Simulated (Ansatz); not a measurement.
Two shapes of singlet CH2.

Shape 1:

```xyz
3

C     0.0000    0.0000   -0.1796
H     0.0000    0.8619    0.5389
H     0.0000   -0.8619    0.5389
```

Shape 2:

```xyz
3

C     0.0000    0.0000   -0.1653
H     0.0000    0.7929    0.4958
H     0.0000   -0.7929    0.4958
```

Basis set: cc-pVTZ (spherical functions). Left uncorrelated: 1 orbital. Charge 0, multiplicity 1.

Computed with Ansatz (development build ahead of 0.2.0); each method stands on the lowest determinant of its kind that the runs found.

Task: Which shape is lower in energy, and by how much in each method?

Result:

| method | E(2) − E(1) (eV) |
| --- | --- |
| RHF | 0.144 |
| RHF-MP2 | 0.185 |

Shape 1 is lower. Caution: in another basis set an unrestricted determinant lies well below; another spin multiplicity may lie lower.
